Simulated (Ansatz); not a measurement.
We consider CaB6-type CaB6, described by PBE0 (Ansatz, an electronic-structure program, plane waves, PAW).

Settings: plane-wave cutoff 520 eV, 6×6×6 k mesh, scalar-relativistic PAW data made under PBE.

Computed at the level's own relaxed cell.

```yaml
crystal:
  lattice:
    - [4.13455, 0.00000, 0.00000]
    - [0.00000, 4.13455, 0.00000]
    - [0.00000, 0.00000, 4.13455]
  atoms:
    - { symbol: Ca, position: [0.00000, 0.00000, 0.00000] }
    - { symbol: B, position: [0.79735, 0.50000, 0.50000] }
    - { symbol: B, position: [0.50000, 0.20265, 0.50000] }
    - { symbol: B, position: [0.50000, 0.79735, 0.50000] }
    - { symbol: B, position: [0.20265, 0.50000, 0.50000] }
    - { symbol: B, position: [0.50000, 0.50000, 0.79735] }
    - { symbol: B, position: [0.50000, 0.50000, 0.20265] }
```

### Question
Give the elastic tensor (Voigt notation, GPa, ions relaxed, in the Cartesian axes of the cell as printed).

### Answer

```
  457.2     5.3     5.3     0.0     0.0     0.0
    5.3   457.2     5.3     0.0     0.0     0.0
    5.3     5.3   457.2     0.0     0.0     0.0
    0.0     0.0     0.0    44.3     0.0     0.0
    0.0     0.0     0.0     0.0    44.3     0.0
    0.0     0.0     0.0     0.0     0.0    44.3
```

The computed numbers hold no vibrational or temperature effects.
